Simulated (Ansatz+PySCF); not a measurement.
singlet C₂H(-): levels of theory in one basis

```xyz
3

H     0.0000    0.0000   -1.5748
C     0.0000    0.0000   -0.4939
C     0.0000    0.0000    0.7564
```

Basis set: def2-SVP (spherical functions). Left uncorrelated: 2 orbitals. Charge -1, multiplicity 1.

Computed with Ansatz (development build ahead of 0.2.0); each method stands on the lowest determinant of its kind that the runs found. NEVPT2 correlates all electrons. Active spaces start from the frontier orbitals, and the lowest solution found is given.

```tsv
method	E − E(RHF) (eV)	<S²> of the determinant
RHF	0.00	0.00
RHF-MP2	-6.87	–
RHF-CCSD	-7.25	–
RHF-CCSD(T)	-7.58	–
CASSCF(10,9)	-3.35	–
CASSCF(2,2)	-0.58	–
SC-NEVPT2(10,9)	-6.89	–
```

Problem. What does SC-NEVPT2(2,2) give on the same scale?

Solution. -7.04 eV. NEVPT2 here correlates all electrons, so it doesn't share the others' frozen core.

Problem. Is a single determinant a sound starting point here?

Solution. By this sign, yes. Unrestricted orbitals gain 0.00 eV and <S²> is 0.00 against 0.00 for a pure state. The CASSCF(10,9) natural occupations are 1.99, 1.98, 1.98, 1.94, 1.94, 0.06, 0.06, 0.03, 0.01. The CASSCF(2,2) natural occupations are 1.94, 0.06.

Caution: no diffuse functions for an anion. Caution for CASSCF(2,2): other starts end on other solutions of this active space.
